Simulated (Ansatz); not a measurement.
For 1T (CdI2-type) PtSe2, PBE-D4 (PAW; Ansatz, a program for electronic structure) gives:

equilibrium lattice constant a: 3.773 Å
lattice parameter c: 4.823 Å

Problem. What does HSE06-D3(BJ) in Ansatz (PAW) give for the same quantities?

Solution. 
- lattice constant a: 3.717 Å (falls by 1.5 %)
- lattice parameter c: 4.781 Å (drops by 0.9 %)

For comparison: lattice constant a 3.727 Å (measured, temperature not stated, no zero-point or thermal correction; as tabulated in Björkman (2014), arXiv:1406.2436); lattice parameter c 5.074 Å (measured, temperature not stated, zero-point anharmonic expansion removed (computed with revB86b-DF2); no thermal correction; as tabulated in Björkman (2014), arXiv:1406.2436).

Changes are worked out from the printed values.

Unless a cell is named, each level is at its own relaxed cell (PBE-D4 19.82, HSE06-D3(BJ) 19.07 Å³/atom).

Levels without +SOC leave out spin–orbit coupling, which shifts energies and cells of such heavy elements.

Caveats: exact exchange on metals is sensitive to the k mesh and can open a false gap (HSE06-D3(BJ)); the run warned that the count of filled bands differs between k points (HSE06-D3(BJ)). Ansatz's density-functional and Hartree–Fock values are scalar-relativistic unless marked +SOC, with PAW data made under PBE.
